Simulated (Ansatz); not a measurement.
Relaxing As

Theory: DFT r2SCAN, scalar-relativistic, plane waves, PAW (Ansatz 0.2.0). Cutoff 500 eV, Γ-centred k mesh, Gaussian smearing, no spin polarisation in the final step.

The start puts As on the omega structure type (P6/mmm, No. 191), at a guessed volume.

```xyz
3
Lattice="5.0626 0.0000 0.0000 -2.5313 4.3844 0.0000 0.0000 0.0000 3.1036" Properties=species:S:1:pos:R:3 pbc="T T T"
As    0.0000    0.0000    0.0000
As    0.0000    2.9229    1.5518
As    2.5313    1.4615    1.5518
```

Steps on the 6×6×6 mesh (3 atoms). 6 of 7 steps are shown, and the free energy counts from the last. Trial steps that were taken back and renewals of the plane-wave basis can be among the rows.

```tsv
step	ΔF (meV/atom)	V (Å³/atom)	P (GPa)
1	181.2	22.96	-10.47
2	48.6	20.49	-5.02
3	5.2	19.06	0.29
4	3.3	18.75	2.15
5	-0.2	19.16	0.09
7	0.0	19.17	-0.02
```

Steps on the 12×12×16 mesh (3 atoms). 4 of 5 steps are shown, and the free energy counts from the last.

```tsv
step	ΔF (meV/atom)	V (Å³/atom)	P (GPa)
1	4.4	19.17	-0.44
2	0.4	18.82	0.83
3	0.0	19.06	-0.24
5	0.0	19.01	0.00
```

A final relaxation ran on a 12×12×16 mesh. The relaxed crystal, P6/mmm (No. 191):

```
As
1.0
     4.85273    0.00000    0.00000
    -2.42636    4.20259    0.00000
     0.00000    0.00000    2.79577
As
3
Direct
  0.00000 0.00000 0.00000
  0.33333 0.66667 0.50000
  0.66667 0.33333 0.50000
```

For As, the volume per atom is 19.01 Å³, the density is 6.55 g/cm³ and the energy over the standard structure is 0.63 eV/atom. The gap on the 12×12×16 mesh is 0 eV (a metal).

Energies count from the standard state of As at the same level.

The final run used a 12×12×16 mesh on its 3-atom cell and 0.10 eV smearing. For metals, differences of a few meV/atom aren't resolved.

Symmetry constrained the relaxation, so the result can be a saddle point.